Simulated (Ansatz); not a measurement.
System: antiferromagnetic (type II) rock-salt NiO. Method: BLYP in Ansatz (plane waves, PAW).

Settings: plane-wave cutoff 520 eV, 14×14×14 k mesh, Fermi–Dirac smearing 0.01 eV, spin-polarised with opposed moments, scalar-relativistic PAW data made under PBE.

Cell (relaxed at this level):

```cif
data_Ni2O2
_chemical_formula_sum 'Ni2 O2'
_space_group_name_H-M_alt 'P 1'
_space_group_IT_number 1
_cell_length_a 5.19379
_cell_length_b 5.19379
_cell_length_c 5.19379
_cell_angle_alpha 33.704
_cell_angle_beta 33.704
_cell_angle_gamma 33.704
loop_
_space_group_symop_operation_xyz
  'x, y, z'
loop_
_atom_site_label
_atom_site_type_symbol
_atom_site_fract_x
_atom_site_fract_y
_atom_site_fract_z
_atom_site_occupancy
Ni1 Ni 0.00000 0.00000 0.00000 1
Ni2 Ni 0.50000 0.50000 0.50000 1
O1 O 0.25000 0.25000 0.25000 1
O2 O 0.75000 0.75000 0.75000 1
```
Starting moments (μB, in the order of the record's atoms Ni Ni O O): 2.0 -2.0 0.0 0.0.

### Question
Give the computed band gap, magnetic moment (largest site, within a sphere), Γ–Γ gap and pressure derivative B′ of the bulk modulus.

### Answer

- band gap = 0.97 eV (indirect)
- magnetic moment (largest site, within a sphere) = 1.38 μB
- Γ–Γ gap = 2.34 eV
- pressure derivative B′ of the bulk modulus = 4.5

Note: without U or exact exchange, gaps and moments of open d shells tend to come out too small; the bulk modulus comes from volumes at which shape and atoms were relaxed.

Moments are spin moments.

Computed values are for the static lattice.

Ansatz is a program for electronic structure.
